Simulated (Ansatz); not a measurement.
A nudged elastic band was laid between two geometries of CH4 + ClHSi (8 atoms, charge 0, multiplicity 1).

Computed with RKS CAM-B3LYP/6-31G* (Ansatz).

| Quantity | Value |
| --- | --- |
| movable images | 7 |
| climbing image | yes |
| spring | 5.0 eV/Å² |
| optimiser | quadratic models (default) |
| start path | through a guess of the saddle point |
| force threshold | 0.05 eV/Å |
| iteration limit | 60 |
| end points | relaxed |

Initial state:

```xyz
8
Properties=species:S:1:pos:R:3
Si -0.443 -2.048 -0.701
Cl 1.265 -2.787 0.265
H -0.381 0.870 -0.926
C 0.070 1.304 -0.028
H -1.180 -1.703 0.586
H 0.808 0.622 0.403
H -0.709 1.508 0.709
H 0.569 2.234 -0.307
```

Final state:

```xyz
8
Properties=species:S:1:pos:R:3
Si -0.311 -0.736 -0.310
Cl 1.339 -1.991 -0.449
H -0.886 -0.618 -1.670
C 0.210 0.925 0.358
H -1.289 -1.400 0.582
H 0.663 0.829 1.349
H -0.661 1.583 0.445
H 0.934 1.407 -0.305
```

**Question.** Which bonds break or form, and what moves?

**Answer.** Bonds broken: H3–C4. Bonds formed: Si1–H3, Si1–C4. CH4 + ClHSi becomes CH5ClSi.

**Question.** Give the energies along the band, and the barrier.

**Answer.** It converged. The highest image is number 4 of 0 to 8, 1.59 eV above the first end and 3.47 eV above the last; the last end lies 1.88 eV below the first. Neighbouring images differ by up to 1.6 eV, so the band resolves the path poorly. A vibrational analysis at the climbing image gives one clearly imaginary mode, 1361i cm⁻¹: a first-order saddle point. The orbitals stay closed-shell, which can raise the energy where a bond breaks towards radicals; this wasn't checked here.

```
image  path coordinate (Å)  energy (eV)  H3–C4 (Å)  Si1–H3 (Å)  Si1–C4 (Å)
    0                 0.00         0.00       1.09        2.93        3.46
    1                 0.58         0.00       1.10        2.71        3.37
    2                 1.15         0.05       1.10        2.29        3.05
    3                 1.73         0.36       1.15        1.82        2.59
    4                 2.30         1.59       1.57        1.50        2.22
    5                 2.74         0.32       1.92        1.43        1.95
    6                 3.18        -1.31       2.32        1.46        1.84
    7                 3.62        -1.85       2.68        1.48        1.85
    8                 4.05        -1.88       2.77        1.48        1.86
```

**Question.** What is the geometry of the highest image?

**Answer.** 
```xyz
8
Properties=species:S:1:pos:R:3
Si -0.455 -1.166 -0.546
Cl 1.404 -2.056 -0.210
H -0.383 0.195 -1.169
C 0.092 0.864 0.172
H -1.243 -1.267 0.699
H 0.731 0.541 0.995
H -0.810 1.357 0.534
H 0.664 1.532 -0.475
```

The band took 9 iterations and of the order of 2.1 core-minutes.

Time of the run: 67 s on 2 threads of Intel(R) Xeon(R) 6975P-C (Granite Rapids) (shared host), peak memory 0.15 GiB.
